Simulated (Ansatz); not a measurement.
Geometry optimisation, RKS PBE0-D4/def2-SVP (Ansatz 0.2.0).

The input (input.yaml):

```yaml
crystal:
  periodic: [false, false, false]
  atoms:
    - { symbol: Al, position_ang: [0.0, 0.0, 0.0] }
    - { symbol: H, position_ang: [0.0, 0.0, 1.91] }
    - { symbol: H, position_ang: [1.351, 0.0, -0.78] }
    - { symbol: H, position_ang: [-1.351, 0.0, -0.78] }
    - { symbol: "N", position_ang: [0.0928, -2.1047, 0.7] }
    - { symbol: H, position_ang: [-0.4256, -2.8627, 0.1705] }
    - { symbol: H, position_ang: [0.6555, -2.3517, 1.5637] }
    - { symbol: H, position_ang: [0.0453, -1.027, 1.8385] }
basis:
  gaussian: { orbitals: def2-SVP }
hamiltonian:
  xc: pbe0
  dispersion: d4
relax:
  f_tol: 0.15
  max_steps: 25
  restrain:
    - { distance: [0, 4], at: 1.92, k: 30.0 }
    - { distance: [7, 1], at: 0.66, k: 30.0 }
    - { distance: [0, 1], at: 2.76, k: 30.0 }
    - { distance: [7, 4], at: 2.26, k: 30.0 }
```

Run as:

```bash
$ ansatz run input.yaml --threads 1 --pin off --max-ram 2048MiB --backend cpu --events-out ev --progress --plain --runs-dir out
```

Q: Where does it end, and by what steps?

A: The forces met the threshold. The restraints hold the end off the free minimum. After 7 steps the energy has fallen by 2.576 eV (the restraints' own energy left out); H7 moved furthest, 0.79 Å. Joined: H2–H8 (1.03 → 0.72 Å).

| step | energy less start (eV) | largest force component (eV/Å) | accepted |
| --- | --- | --- | --- |
| 0 | 0.0000 | 3.904 | yes |
| 1 | -0.5874 | 4.967 | yes |
| 2 | -1.3354 | 4.419 | yes |
| 3 | -2.0965 | 2.881 | yes |
| 4 | -2.3927 | 1.886 | yes |
| 5 | -2.4787 | 1.767 | yes |
| 6 | -2.5445 | 1.778 | yes |
| 7 | -2.5755 | 1.757 | yes |

```xyz
8
Properties=species:S:1:pos:R:3
Al 0.060 -0.526 -0.351
H -0.031 0.107 2.337
H 1.407 0.310 -0.428
H -1.330 -0.069 -0.956
N 0.085 -2.194 0.481
H -0.719 -2.795 0.619
H 0.916 -2.624 0.874
H -0.021 -0.555 2.046
```

The run took 13 s on 1 thread of Arm Neoverse V2 (shared host), peak memory 0.1 GiB.
